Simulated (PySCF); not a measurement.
**How methods differ on the ionisation energy of S**

S [Ne] 3s2 3p4 (3P) → S⁺ [Ne] 3s2 3p3 (4S), as a difference of total energies. Computed with PySCF 2.14 in cc-pVTZ-DK, with the spin-free X2C one-electron Hamiltonian (Gaussian nucleus). Correlated levels: valence: [Ne] frozen. The calculations carry no spin-orbit coupling.

| method | ionisation energy (eV) |
| --- | --- |
| UHF | 9.216 |
| PBE0 | 10.383 |
| r2SCAN | 10.359 |
| MP2 (valence) | 9.946 |
| SCS-MP2 (valence) | 10.023 |
| CCSD (valence) | 10.050 |
| CCSD(T) (valence) | 10.082 |

Problem. How much does correlation contribute at CCSD(T) (valence)?

Solution. 10.082 − (9.216) = 0.866 eV, measured against UHF.

Errors of the correlated levels include the incompleteness of this basis and the frozen core.

For comparison: 10.336 eV (measured; NIST levels, between the centres of gravity of the two terms).
